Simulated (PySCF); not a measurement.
# BFH5P: the cost of one run

Programs: PySCF 2.14.0, with density-fitted response routines of our own. Each step states its level of theory. These are calculated values for one molecule in the gas phase, unless marked as measured. Atoms are numbered from 0 throughout.

## Step 1: The starting structure

8 atoms, charge 0, multiplicity 1; geometry from: GFN2-xTB. The atoms were then displaced at random by about 0.01 Å, so the start is not that level's minimum.

Bonds of the start (Å): B0–P1 1.92, P1–F2 1.63, B0–H3 1.17, B0–H4 1.20, B0–H5 1.21, P1–H6 1.39, P1–H7 1.38.

## Step 2: Optimising the geometry at PBE0-D3(BJ)/def2-SVP

What the job is given:

```
{"job": {"xc": "PBE0", "basis": "def2-SVP", "d3": "d3bj", "grid": 1, "shake": 0.01, "kind": "geom"}, "charge": 0, "multiplicity": 1}
B      1.122220     0.118100     0.093570
P     -0.767040    -0.209060    -0.003880
F     -1.570880     0.935880    -0.837690
H      1.595540    -0.753050     0.710060
H      1.456120     0.157340    -1.056010
H      1.179370     1.199360     0.639170
H     -1.627130    -0.198840     1.084650
H     -1.333060    -1.268870    -0.682330
```

Started as:

```sh
$ OMP_NUM_THREADS=1 python probes_run.py task.json out
```

One launch serves the whole session: the jobs run in the order shown.

**Question.** How long does this first job take on 1 thread of Arm Neoverse V1, shared host, and how much memory does it need?

About 11 s, with a peak of 0.31 GiB.
